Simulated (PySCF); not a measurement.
**Where the electron goes**

C4H7ClO.
Cartesian coordinates in Å at the PBE0-D3(BJ)/def2-SVP level; atoms count from 1:
```xyz
13
C4H7ClO angstrom
C      0.9109   -0.9185   -0.4972
C      0.0145   -0.0373    0.3755
C     -1.4507   -0.1150   -0.0263
C      0.4910    1.3962    0.3339
O     -0.0664    2.3264   -0.1367
Cl     2.1017    1.6051    1.1090
H      0.5793   -1.9646   -0.4292
H      1.9604   -0.8651   -0.1780
H      0.8510   -0.6109   -1.5527
H      0.1383   -0.3582    1.4244
H     -2.0819    0.5042    0.6265
H     -1.8031   -1.1547    0.0362
H     -1.5920    0.2376   -1.0585
```

Computed with TDDFT CAM-B3LYP/def2-SVPD, vertical, gas phase, core orbitals frozen in the response (PySCF 2.14.0, density-fitted response routines).

Frontier orbitals with the atoms that hold most of them (Löwdin shares over 4%, at most four atoms; ? is withheld):

```csv
orbital,ε (eV),atoms
LUMO+2,1.42,"Cl6 57%, C4 16%, H12 6%, O5 5%"
LUMO+1,1.18,"C3 15%, Cl6 14%, C1 13%, C4 11%"
LUMO,0.05,?
HOMO,?,"O5 50%, Cl6 26%, C2 8%, C4 8%"
HOMO-1,-10.61,?
HOMO-2,-10.70,"Cl6 75%, O5 10%, C4 9%"
HOMO-3,-11.64,"C2 23%, C3 16%, C1 15%, H10 12%"
```

Give the leading atoms of the HOMO-1.

Cl6 (bonded to C) 78%; C4 (bonded to C, Cl and O) 8%; C2 (bonded to 3 C and H) 6%. By element: chlorine 78%, carbon 13% or more.

Which atoms hold the LUMO, and with what shares?

C4 (bonded to C, Cl and O) 38%; O5 (bonded to C) 32%; Cl6 (bonded to C) 11%; C2 (bonded to 3 C and H) 7%. By element: carbon 45% or more, oxygen 32%, chlorine 11%.

What is the HOMO energy, and the HOMO–LUMO gap?

ε(HOMO) = -9.93 eV; the gap is 9.97 eV (0.3666 hartree).

How does S1 compare with the orbital gap of 9.97 eV?

S1 is at 5.16 eV (f = 0.0002), 4.81 eV below the gap, made of HOMO→LUMO (94%). 

Give energy, strength and leading configuration of S1, S2, S3 and S7, and follow the Löwdin shares of the leading atoms from the occupied to the empty orbital.

- S1 (5.16 eV, f 0.0002), HOMO→LUMO (94%): O5 50% → 32%, Cl6 26% → 11%, C4 8% → 38%; low, almost dark, from the terminal oxygen into the C=O bond, the pattern of n→π*
- S2 (6.70 eV, f 0.0001), HOMO-1→LUMO (95%): Cl6 78% → 11%, C4 8% → 38%, O5 at most 4% → 32%
- S3 (7.02 eV, f 0.0049), HOMO-2→LUMO (76%): Cl6 75% → 11%, O5 10% → 32%, C4 9% → 38%
- S7 (8.27 eV, f 0.031), HOMO→LUMO+1 (74%): O5 50% → at most 11%, Cl6 26% → 14%, C3 at most 7% → 15%

Löwdin shares depend on the basis, the more so with diffuse functions.

One conformer stands for the species.
